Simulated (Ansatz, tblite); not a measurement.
## How well does each level of theory give the band gap of zinc-blende BP?

Reference value: 2.2 eV (measured, zero-point renormalisation of 0.106 eV removed from the gap extrapolated to 0 K (as printed); the shift is computed, second of two values printed, our sources range from 2.20 to 2.50; as tabulated in X. Ren, F. Merz, H. Jiang et al., All-electron periodic G0W0 implementation …).

| level (code) | value (eV) | cell (Å³/atom) | error (eV) |
|---|---|---|---|
| GFN2-xTB (tblite) | 1.87 | 11.90 | -0.33 |
| LDA (Ansatz) | 1.18 (indirect) | 11.68 | -1.02 |
| PBE (Ansatz) | 1.24 (indirect) | 11.68 | -0.96 |
| rVV10 (Ansatz) | 1.39 | 11.89 | -0.81 |
| r²SCAN-D4 (Ansatz) | 1.41 | 11.55 | -0.79 |
| Hartree–Fock (Ansatz) | 7.83 (indirect) | 11.68 | +5.63 |
| G0W0@r²SCAN+SOC (Ansatz) | 2.13 | 11.68 | -0.07 |

Leaving aside GFN2-xTB (doubt noted below): Of the ranked levels G0W0@r²SCAN+SOC (-0.07 eV) comes nearest. Farthest off among them: Hartree–Fock (+5.63 eV).

Density-functional gaps are differences of (generalised) Kohn–Sham levels of a static lattice; semilocal ones lie below quasiparticle gaps as a rule. Measured gaps hold zero-point and thermal shifts unless a correction is named.  GFN2-xTB, rVV10, r²SCAN-D4: the gap is read on the k mesh or supercell of the run alone and can be too large. GFN2-xTB: the method was fitted mainly to molecules. G0W0@r²SCAN+SOC: spin–orbit coupling enters as the shift of the gap found with a semilocal functional. Values are at the measured cell; GFN2-xTB at the level's own equilibrium cell; rVV10 at the level's own equilibrium cell; r²SCAN-D4 at the level's own equilibrium cell. Cutoffs and k meshes differ between the levels. Ansatz's density-functional and Hartree–Fock values are scalar-relativistic unless marked +SOC, with PAW data made under PBE.

Differences are worked out from the printed values.

Ansatz is a first-principles code.
